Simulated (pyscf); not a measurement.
Optimised with ωB97X-D3(BJ)/def2-SVP in PySCF.

Problem. Estimate the classical barrier height and the reaction energy of H₂S + SiH₂ [singlet] → H₂Si=S + H₂ at HF/def2-TZVP. The step runs on the singlet surface, breaks H–S, H–S and forms S–Si, H–H; take the separated reactants as zero.

Solution. ΔE‡ = 2.17 eV, ΔE = -1.34 eV. ωB97M-D3(BJ)/def2-TZVP gives 1.22 eV and -1.52 eV. Zero-point energy shifts the barrier by +0.04 eV. It is a concerted two-bond exchange, with an imaginary mode of 1415i cm⁻¹. On the reactant side the descent ends in an adduct with a S–Si contact, 0.95 eV under the separated species and 2.05 eV under the saddle at ωB97X-D3(BJ)/def2-TZVP. What is counted as formed (S–Si) is already present as a longer contact in the reactant adduct; forming that adduct is a step of its own. At ωB97X-D3(BJ)/def2-TZVP the barrier from the zero used here is 1.10 eV. The same reactants have a lower exit, to :HSi–SH [singlet] + H₂ (barrier -0.17 eV at ωB97M-D3(BJ)/def2-TZVP, against +1.22 eV here). This is the saddle that the search found; another between the same sides may lie lower.
